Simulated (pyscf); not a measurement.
H₂B–O–BH₂ + hydrogen chloride (HCl) → H₂B–Cl + H₂B–OH (four-centre exchange; singlet surface; B–O, Cl–H broken, B–Cl, H–O formed). Optimised with ωB97X-D3(BJ)/def2-SVP in PySCF. MP2 and CC: frozen core, UHF for open shells. ΔMP2 is the change of the MP2 total energy from the triple- to the quadruple-zeta basis. Energies in kJ/mol from the separated reactants.

```csv
level,barrier,reaction energy
PBE/def2-TZVP,(withheld),+17.4
r²SCAN/def2-TZVP,46.3,+18.3
B3LYP-D3(BJ)/def2-TZVP,62.9,+23.2
HF/def2-TZVP,129.1,+20.4
CCSD/def2-TZVPP,73.3,+14.0
CCSD(T)/def2-TZVPP,61.5,+12.6
CCSD(T)/def2-TZVPP + ΔMP2(QZVPP),(withheld),(withheld)
```

### Question
Some entries are withheld; supply them.

### Answer

- PBE/def2-TZVP, barrier: 43.1
- CCSD(T)/def2-TZVPP + ΔMP2(QZVPP), barrier: 62.3
- CCSD(T)/def2-TZVPP + ΔMP2(QZVPP), reaction energy: +14.3

Of the functionals in the table, B3LYP-D3(BJ) is closest to CCSD(T)/def2-TZVPP + ΔMP2(QZVPP) in the barrier (0.6 kJ/mol apart) and PBE least close (19.2 kJ/mol); that level has limits of its own. On the product side the descent ends in an adduct with a B–O contact, 37.9 kJ/mol under the separated species and 81.0 kJ/mol under the saddle at ωB97X-D3(BJ)/def2-TZVP. What is counted as broken (B–O) persists as a longer contact in the product adduct; parting that adduct is a step of its own. This is the saddle that the search found; another between the same sides may lie lower. The CCSD(T) − MP2 part came from Ansatz, without density fitting, on the same reference.
